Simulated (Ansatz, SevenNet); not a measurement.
For Cu2ZnSnS4 (I-4, No. 82), the machine-learned potential SevenNet-0 (trained on PBE and PBE+U data) gives:

| Property | Result |
|---|---|
| lattice parameter a | 5.457 Å |
| c axis length | 10.946 Å |

Task: What does r²SCAN+rVV10 (PAW; Ansatz, a first-principles code) give for the same quantities?

Result: 
- lattice constant a: 5.391 Å (drops by 1.2 %)
- lattice parameter c: 10.779 Å (shrinks by 1.5 %)

Changes are worked out from the printed values.

Unless a cell is named, each level is at its own relaxed cell (SevenNet-0 20.37, r²SCAN+rVV10 19.58 Å³/atom).

Ansatz's density-functional and Hartree–Fock values are scalar-relativistic unless marked +SOC, with PAW data made under PBE.
